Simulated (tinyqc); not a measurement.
Starting guesses with plain Roothaan steps: SCF starting guesses in the sto-3g basis, for LiH+, spin multiplicity 2. Computed by the program tinyqc with PySCF. UHF with one setting changed at a time; a run stops when the energy changes by less than 1e-09 hartree and the error matrix is below 1e-5. Starts: the lowest orbitals of the core Hamiltonian, of the Wolfsberg-Helmholz matrix (K = 1.75), projected atomic densities, random orbitals, and the highest orbitals of the core Hamiltonian (a deliberately bad start).

Geometry (angstrom):
```
atom       x       y       z
Li    0.0000  0.0000  0.0000
H     0.0000  0.0000  1.7750
```

lowest solution found by these runs and by PySCF with stability checks = -7.620293 hartree

Largest element of the error matrix X^T (FDS - SDF) X:
```
iteration     core  Wolfsberg-Helmholz  atomic densities   random  highest core orbitals
1          1.2e-01             1.1e-01           7.1e-02  5.9e-01                7.9e-02
2          3.0e-02             3.6e-02           7.5e-02  1.3e-01                1.1e-01
3          1.2e-02             1.2e-02           3.0e-02  5.5e-02                2.7e-02
4          4.7e-03             4.3e-03           1.1e-02  2.1e-02                7.4e-03
5          1.8e-03             1.5e-03           4.3e-03  7.8e-03                2.0e-03
6          7.3e-04             5.5e-04           1.7e-03  3.0e-03                5.3e-04
8          1.1e-04             8.5e-05           2.5e-04  4.3e-04                5.8e-05
10         1.7e-05             1.3e-05           3.7e-05  6.5e-05                7.2e-06
```

How each run ends:
```
run                    iterations  E (hartree)         state
core                           11    -7.620293  lowest found
Wolfsberg-Helmholz             11    -7.620293  lowest found
atomic densities               12    -7.620293  lowest found
random                         13    -7.620293  lowest found
highest core orbitals          11    -7.620293  lowest found
```

What does the comparison show, and why?

5 of 5 runs reach the lowest solution found, in 11 to 13 iterations (fastest: core, Wolfsberg-Helmholz, highest core orbitals). The first errors are 1e-01, 1e-01, 7e-02, 6e-01, 8e-02.
